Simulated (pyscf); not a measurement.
Optimised with ωB97X-D3(BJ)/def2-SVP in PySCF.

Question: Estimate the classical barrier height and the reaction energy of `[O]=[B][OH]` + `[BH3]` → `[BH2][O][B]=[O]` + `[H][H]` at ωB97M-D3(BJ)/def2-TZVP. The step runs on the singlet surface, breaks H–O, B–H and forms B–O, H–H; take the separated reactants as zero.

Answer: ΔE‡ = 0.45 eV, ΔE = -1.18 eV. Zero-point energy shifts the barrier by +0.06 eV. It is a four-centre exchange, with an imaginary mode of 1313i cm⁻¹. On the reactant side the descent ends in a complex, 0.22 eV under the separated species and 0.68 eV under the saddle at ωB97X-D3(BJ)/def2-TZVP. This is the saddle that the search found; another between the same sides may lie lower.
